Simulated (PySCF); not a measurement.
These are PBE-D3(BJ)/def2-TZVP // B3LYP-D3(BJ)/def2-TZVP run with PySCF values and carry that method's errors. Isolated molecules, 0 K electronic values unless said otherwise. One relaxed conformer stands for a flexible species; it need not be the lowest. Excitations are Tamm–Dancoff values on a coarser integration grid. The basis has no diffuse functions, so Rydberg states are missing or too high.

Reference species (SMILES): `C=C` (neutral, multiplicity 1).

- brightest of the four lowest singlets (TDA) = 8.50 eV
- T1 excitation (TDA) = 4.61 eV

Changed species: `C1(CC1)C=C` (C–C–C–C torsion 145°) (X = cyclopropyl; the reference has X = H).

Q: What does the change do to the brightest of the four lowest singlets (TDA) and T1 excitation (TDA)?

A: the brightest of the four lowest singlets (TDA) drops by 1.78 eV, to 6.72 eV; the T1 excitation (TDA) falls by 0.31 eV, to 4.30 eV.
